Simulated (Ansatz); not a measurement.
## Ansatz (development build ahead of 0.2.0) run

```yaml
crystal:
  periodic: [false, false, false]
  atoms:
    - { symbol: F, position_ang: [0.0, 0.0, 0.0] }
    - { symbol: H, position_ang: [1.39637, 0.0, 1.17169] }
    - { symbol: H, position_ang: [-1.25894, 0.0, 1.05638] }
basis:
  gaussian: { orbitals: "6-31G" }
magnetization:
  initial_magnetization: 1
hamiltonian:
  xc: hf
correlation:
  method: fci
  frozen_orbitals: { F: 1, H: 0 }
```

The input is written out in the form of the current development build from the run's settings.

The run gave:

- Converged: yes
- Total energy: -100.49157 hartree
- State: lowest doublet root, of any spatial symmetry
